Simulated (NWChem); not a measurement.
System: tetrafluoromethane (CF$_{4}$); SMILES FC(F)(F)F

Here is an NWChem input.

```
start job
memory heap 200 mb stack 900 mb global 1100 mb
geometry units angstroms noautoz
  F     -0.891122    -0.754919     0.605759
  C     -0.000001     0.000000    -0.000002
  F      0.866233    -0.763868    -0.630154
  F     -0.605276     0.783630    -0.866323
  F      0.630165     0.735159     0.890717
end
basis spherical
  * library def2-tzvpd
end
dft
  xc slater vwn_5
  iterations 150
  semidirect filesize 400000000
  mulliken
end
task dft energy
```

Excerpt of the output:

```
             Northwest Computational Chemistry Package (NWChem) 7.3.0
             --------------------------------------------------------

 C1  symmetry detected

                             Geometry "geometry" -> ""
                             -------------------------

 Output coordinates in angstroms (scale by  1.889725989 to convert to a.u.)

  No.       Tag          Charge          X              Y              Z
 ---- ---------------- ---------- -------------- -------------- --------------
    1 F                    9.0000    -0.72041704    -0.70429881    -0.84611380
    2 C                    6.0000     0.00000093     0.00000051    -0.00000143
    3 F                    9.0000     1.16410788    -0.58636179     0.17883220
    4 F                    9.0000     0.18763675     1.20887925    -0.48409942
    5 F                    9.0000    -0.63132822     0.08178100     1.15138197

 Effective nuclear repulsion energy (a.u.)     206.5833512650

                                 NWChem DFT Module
                                 -----------------

 Summary of "ao basis" -> "ao basis" (spherical)
 ------------------------------------------------------------------------------
       Tag                 Description            Shells   Functions and Types
 ---------------- ------------------------------  ------  ---------------------
 F                         def2-tzvpd               14       40   6s4p3d1f
 C                         def2-tzvpd               13       37   6s3p3d1f

            General Information
            -------------------
          SCF calculation type: DFT
          Wavefunction type:  closed shell.
          No. of atoms     :     5
          No. of electrons :    42
           Alpha electrons :    21
            Beta electrons :    21
          Charge           :     0
          Spin multiplicity:     1
          Use of symmetry is: off; symmetry adaption is: off
          Maximum number of iterations: 150
          AO basis - number of functions:   197
                     number of shells:    69
          Convergence on energy requested:  1.00D-06
          Convergence on density requested:  1.00D-05
          Convergence on gradient requested:  5.00D-04

              XC Information
              --------------
                        Slater Exchange Functional  1.000 local
                      VWN V Correlation Functional  1.000 local

             Grid Information
             ----------------
          Grid used for XC integration:  medium
          Radial quadrature: Mura-Knowles
          Angular quadrature: Lebedev.
          Tag              B.-S. Rad. Rad. Pts. Rad. Cut. Ang. Pts.
          ---              ---------- --------- --------- ---------
          F                   0.50       49          10.0       434
          C                   0.70       49           9.0       434
          Grid pruning is: on
          Number of quadrature shells:   245
          Spatial weights used:  Erf1

      Superposition of Atomic Density Guess
      -------------------------------------

 Sum of atomic energies:        -435.34436959

      Non-variational initial energy
      ------------------------------

 Total energy =    -436.757762
 1-e energy   =   -1018.818771
 2-e energy   =     375.477658
 HOMO         =      -0.591658
 LUMO         =       0.060426

------------------------------------------------------------
EAF file 0: "./job.aoints.0" size=1081081856 bytes
------------------------------------------------------------
               write      read    awrite     aread      wait
               -----      ----    ------     -----      ----
     calls:     2062         0         0         0         0
   data(b): 1.08e+09  0.00e+00  0.00e+00  0.00e+00
   time(s): 0.00e+00  0.00e+00  0.00e+00  0.00e+00  0.00e+00
rate(mb/s): 0.00e+00  0.00e+00
------------------------------------------------------------

     ---------------------------------------------
      Total Density - Mulliken Population Analysis
     ---------------------------------------------

    Atom       Charge   Shell Charges
 -----------   ------   -------------------------------------------------------
    1 F    9     9.41   0.77  1.20  0.61  1.00  0.31  0.02  2.33  2.31  0.83  0.02  0.00  0.01 -0.00  0.00
    2 C    6     4.37   0.85  1.13  0.43  0.41  0.01  0.01  0.68  0.64 -0.16  0.07  0.23  0.05  0.04
    3 F    9     9.41   0.77  1.20  0.61  1.00  0.31  0.02  2.33  2.31  0.83  0.02  0.00  0.01 -0.00  0.00
    4 F    9     9.41   0.77  1.20  0.61  1.00  0.31  0.02  2.33  2.31  0.83  0.02  0.00  0.01 -0.00  0.00
    5 F    9     9.41   0.77  1.20  0.61  1.00  0.31  0.02  2.33  2.31  0.83  0.02  0.00  0.01 -0.00  0.00

   convergence    iter        energy       DeltaE   RMS-Dens  Diis-err
 ---------------- ----- ----------------- --------- --------- ---------
 d= 0,ls=0.0,diis     1   -434.5857717203 -6.41D+02  8.60D-03  4.95D+00
 d= 0,ls=0.0,diis     2   -434.1118371204  4.74D-01  5.59D-03  1.01D+01
 d= 0,ls=0.0,diis     3   -434.8277602495 -7.16D-01  9.38D-04  3.90D-01
 d= 0,ls=0.0,diis     4   -434.8515410525 -2.38D-02  3.31D-04  3.89D-02
 d= 0,ls=0.0,diis     5   -434.8541831679 -2.64D-03  3.89D-05  3.11D-04
  Resetting Diis
 d= 0,ls=0.0,diis     6   -434.8542122591 -2.91D-05  2.14D-06  1.27D-06
 d= 0,ls=0.0,diis     7   -434.8542123486 -8.95D-08  3.48D-07  6.54D-09

         Total DFT energy =     -434.854212348602
      One electron energy =    -1017.774206498264
           Coulomb energy =      420.657174810680
    Exchange-Corr. energy =      -44.320531926051
 Nuclear repulsion energy =      206.583351265033

 Numeric. integr. density =       41.999998348506

                       DFT Final Molecular Orbital Analysis
                       ------------------------------------

 Vector   19  Occ=2.000000D+00  E=-3.911680D-01
              MO Center=  1.0D-01,  1.8D-02, -4.0D-01, r^2= 2.0D+00
   Bfn.  Coefficient  Atom+Function         Bfn.  Coefficient  Atom+Function
  ----- ------------  ---------------      ----- ------------  ---------------
     8      0.275148  1 F  py                85     -0.248758  3 F  py
   124      0.244601  4 F  px                11      0.217169  1 F  py
   126      0.205778  4 F  pz                88     -0.196340  3 F  py
   127      0.193059  4 F  px               129      0.162417  4 F  pz
    14      0.154048  1 F  py                 9     -0.141205  1 F  pz

 Vector   20  Occ=2.000000D+00  E=-3.911673D-01
              MO Center= -2.3D-01,  1.1D-01,  7.3D-02, r^2= 2.1D+00
   Bfn.  Coefficient  Atom+Function         Bfn.  Coefficient  Atom+Function
  ----- ------------  ---------------      ----- ------------  ---------------
   165      0.290661  5 F  py               168      0.229414  5 F  py
   126     -0.217114  4 F  pz                 7     -0.202251  1 F  px
     9      0.190025  1 F  pz               129     -0.171364  4 F  pz
   171      0.162732  5 F  py                10     -0.159633  1 F  px
    85     -0.159668  3 F  py                12      0.149983  1 F  pz

 Vector   21  Occ=2.000000D+00  E=-3.911669D-01
              MO Center=  1.3D-01, -1.3D-01,  3.3D-01, r^2= 2.0D+00
   Bfn.  Coefficient  Atom+Function         Bfn.  Coefficient  Atom+Function
  ----- ------------  ---------------      ----- ------------  ---------------
    86      0.323611  3 F  pz               164     -0.258445  5 F  px
    89      0.255420  3 F  pz               167     -0.203986  5 F  px
    92      0.181180  3 F  pz               124      0.164903  4 F  px
     7      0.160773  1 F  px               166     -0.151908  5 F  pz
   170     -0.144696  5 F  px               165      0.143582  5 F  py

 Vector   22  Occ=0.000000D+00  E=-3.720986D-03
              MO Center=  3.8D-06,  5.0D-06, -1.4D-05, r^2= 9.4D+00
   Bfn.  Coefficient  Atom+Function         Bfn.  Coefficient  Atom+Function
  ----- ------------  ---------------      ----- ------------  ---------------
    46      2.846043  2 C  s                 45      2.558287  2 C  s
     6     -1.102704  1 F  s                 83     -1.102643  3 F  s
   123     -1.102655  4 F  s                163     -1.102660  5 F  s
    44      0.498468  2 C  s                134      0.338649  4 F  py
    93      0.326102  3 F  px               175      0.322537  5 F  pz

 Vector   23  Occ=0.000000D+00  E= 4.525941D-02
              MO Center= -1.3D-01,  1.9D-01, -3.3D-01, r^2= 1.1D+01
   Bfn.  Coefficient  Atom+Function         Bfn.  Coefficient  Atom+Function
  ----- ------------  ---------------      ----- ------------  ---------------
   123      2.752742  4 F  s                  6     -2.495919  1 F  s
    54     -1.157631  2 C  py               134     -1.013588  4 F  py
   163     -0.966485  5 F  s                 53     -0.945909  2 C  px
    17     -0.716397  1 F  py                83      0.709620  3 F  s
    16     -0.653841  1 F  px                67      0.512544  2 C  d -1

 Vector   24  Occ=0.000000D+00  E= 4.525957D-02
              MO Center= -2.5D-01, -5.6D-02,  1.0D-01, r^2= 1.2D+01
   Bfn.  Coefficient  Atom+Function         Bfn.  Coefficient  Atom+Function
  ----- ------------  ---------------      ----- ------------  ---------------
   163      2.566052  5 F  s                  6     -2.272559  1 F  s
    55     -1.460817  2 C  pz               123     -1.460360  4 F  s
    83      1.166879  3 F  s                175     -1.043461  5 F  pz
    18     -0.848140  1 F  pz               135     -0.617955  4 F  pz
    95     -0.523616  3 F  pz                69     -0.451475  2 C  d  1

------------------------------------------------------------
EAF file 0: "./job.aoints.0" size=1304428544 bytes
------------------------------------------------------------
               write      read    awrite     aread      wait
               -----      ----    ------     -----      ----
     calls:     2488         6         0     14922     14922
   data(b): 1.30e+09  3.15e+06  0.00e+00  7.82e+09
   time(s): 0.00e+00  0.00e+00  0.00e+00  0.00e+00  0.00e+00
rate(mb/s): 0.00e+00  0.00e+00
------------------------------------------------------------

     ---------------------------------------------
      Total Density - Mulliken Population Analysis
     ---------------------------------------------

    Atom       Charge   Shell Charges
 -----------   ------   -------------------------------------------------------
    1 F    9     9.20   0.76  1.20  0.61  0.96  0.40  0.06  2.30  2.04  0.83  0.03  0.00  0.01 -0.01  0.00
    2 C    6     5.20   0.84  1.13  0.53  0.51 -0.07  0.01  1.21  0.79 -0.37  0.10  0.40  0.07  0.06
    3 F    9     9.20   0.76  1.20  0.61  0.96  0.40  0.06  2.30  2.04  0.83  0.03  0.00  0.01 -0.01  0.00
    4 F    9     9.20   0.76  1.20  0.61  0.96  0.40  0.06  2.30  2.04  0.83  0.03  0.00  0.01 -0.01  0.00
    5 F    9     9.20   0.76  1.20  0.61  0.96  0.40  0.06  2.30  2.04  0.83  0.03  0.00  0.01 -0.01  0.00

     -------------------------------------------
      Total Density - Lowdin Population Analysis
     -------------------------------------------

    Atom       Charge   Shell Charges
 -----------   ------   -------------------------------------------------------
    1 F    9     8.78   0.85  1.11  0.57  0.63  0.29  0.08  2.13  2.03  0.77  0.11  0.00  0.02  0.18  0.00
    2 C    6     6.87   0.90  1.04  0.30  0.19  0.09  0.05  1.01  0.87  0.34  0.16  1.19  0.39  0.36
    3 F    9     8.78   0.85  1.11  0.57  0.63  0.29  0.08  2.13  2.03  0.77  0.11  0.00  0.02  0.18  0.00
    4 F    9     8.78   0.85  1.11  0.57  0.63  0.29  0.08  2.13  2.03  0.77  0.11  0.00  0.02  0.18  0.00
    5 F    9     8.78   0.85  1.11  0.57  0.63  0.29  0.08  2.13  2.03  0.77  0.11  0.00  0.02  0.18  0.00

     Multipole analysis of the density
     ---------------------------------

     L   x y z        total         alpha         beta         nuclear
     -   - - -        -----         -----         ----         -------
     0   0 0 0     -0.000000    -21.000000    -21.000000     42.000000

     1   1 0 0      0.000004      0.000002      0.000002      0.000000
     1   0 1 0      0.000002      0.000001      0.000001      0.000000
     1   0 0 1      0.000001      0.000000      0.000000      0.000000

     2   2 0 0    -19.087926    -46.631924    -46.631924     74.175922
     2   1 1 0     -0.000003     -0.000002     -0.000002      0.000000
     2   1 0 1     -0.000003     -0.000002     -0.000002     -0.000000
     2   0 2 0    -19.087930    -46.631980    -46.631980     74.176031
     2   0 1 1     -0.000003     -0.000002     -0.000002     -0.000000
     2   0 0 2    -19.087929    -46.631788    -46.631788     74.175648
```

Level: LDA (Slater exchange, VWN5)/def2-TZVPD. The geometry was optimised at PBE0/def2-SVP.
